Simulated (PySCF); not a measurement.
# A diatomic session: SiB−

The task here is to estimate one member of a computed series from the others.

Method: Si def2-TZVPPD, B def2-TZVPPD, no relativity; program: PySCF 2.14.0.

2 further runs of the same task are left out: 2 set aside as unsound or not needed.

The first run:

A driver script around PySCF takes these settings:

| Item | Value |
| --- | --- |
| atoms | Si, B |
| charge | -1 |
| basis | Si def2-TZVPPD, B def2-TZVPPD |
| Hamiltonian | no relativity |
| basis functions | 85 |
| electrons treated | 20 |
| masses in u | 27.9769, 11.0093 |
| levels | PBE0, PBE, r²SCAN, BHandHLYP, B97-3, BP86, PBEsol, M06, ωB97X-V, HF, MP2, SCS-MP2, CCSD, CCSD(T) |
| grid | 80 radial by 434 angular points |
| occupations | held fixed by the projection of orbital angular momentum |
| dissociation limit | Si− + B, each in its ground configuration |
| starting distance in angstrom | 2.030 |
| values of 2S to try | 0, 2, 4 |

Started as:

```console
$ OMP_NUM_THREADS=2 python dia.py task.json out
```

Among the steps run: Input; The PBE0 curve of the state that the search chose; Higher solutions at PBE0; PBE; r²SCAN (meta-GGA); BHandHLYP (global hybrid GGA); B97-3; BP86; PBEsol (GGA); M06 (hybrid meta-GGA); ωB97X-V; ROHF; MP2 and coupled cluster.

One of the session's tables, all rows but one given; the rest of the session is left out.

Energy (eV) from each level's lowest point:

```
R (Å)   ROHF  ROHF-MP2  ROHF-SCS-MP2  ROHF-CCSD  ROHF-CCSD(T)
1.598  0.888     1.068         1.063        n/a           n/a
1.672  0.356     0.497         0.494      0.472         0.521
1.746  0.080     0.171         0.169      0.154         0.184
1.802  0.000     0.046         0.045      0.037         0.052
1.858      ?         ?             ?          ?             ?
1.914  0.071     0.014         0.015      0.026         0.010
1.988  0.236     0.101         0.103      0.133         0.095
2.081  0.516     0.280         0.282      0.344         0.281
2.192  0.897     0.583         0.572      0.659         0.570
2.341  1.395     1.126         1.085        n/a           n/a
```

Q: Estimate the row for R (Å) = 1.858 from the others.

Worked estimate for «ROHF». A straight line through the neighbours (1.802, 0.000) and (1.914, 0.071) gives 0.000 + (0.071 − 0.000) × (1.858 − 1.802) / (1.914 − 1.802) = 0.036; a parabola fitted to 4 rows on both sides gives 0.005.

**Answer.** ROHF: 0.003; ROHF-MP2: 0.000; ROHF-SCS-MP2: 0.000; ROHF-CCSD: 0.000; ROHF-CCSD(T): 0.000. In «ROHF» the line misses by +0.033 and the parabola by +0.002.
